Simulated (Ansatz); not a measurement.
Results of LDA in Ansatz (plane waves, PAW) for cubic perovskite SrTiO₃ (cubic form, which distorts at low temperature).

Settings: plane-wave cutoff 520 eV, 6×6×6 k mesh, no spin polarisation, scalar-relativistic PAW data made under PBE.

Computed at the level's own relaxed cell.

Hill averages of the elastic tensor: K = 201.7 GPa, G = 125.5 GPa. Volume 11.451 Å³/atom, mean atomic mass 36.697 u.

**Question.** Work out the density, the sound velocities of a polycrystal and the elastic Debye temperature at this level.

**Answer.** ρ = 1.66054 × 36.697/11.451 = 5.322 g/cm³. v_l = √[(K + 4G/3)/ρ] = 8.327 km/s and v_t = √(G/ρ) = 4.856 km/s. The mean follows from 3/v_m³ = 1/v_l³ + 2/v_t³: v_m = 5.386 km/s. Θ_D = (ħ/k_B) v_m (6π²/V)^(1/3) = 76.38 K Å s/km × 5.386 × 1.7293 Å⁻¹ = 711 K, counting all atoms of the cell.

Note: the relaxation could not lower the start's symmetry, so the cell can be a saddle point above a distorted one.

Ansatz is a program for electronic structure.
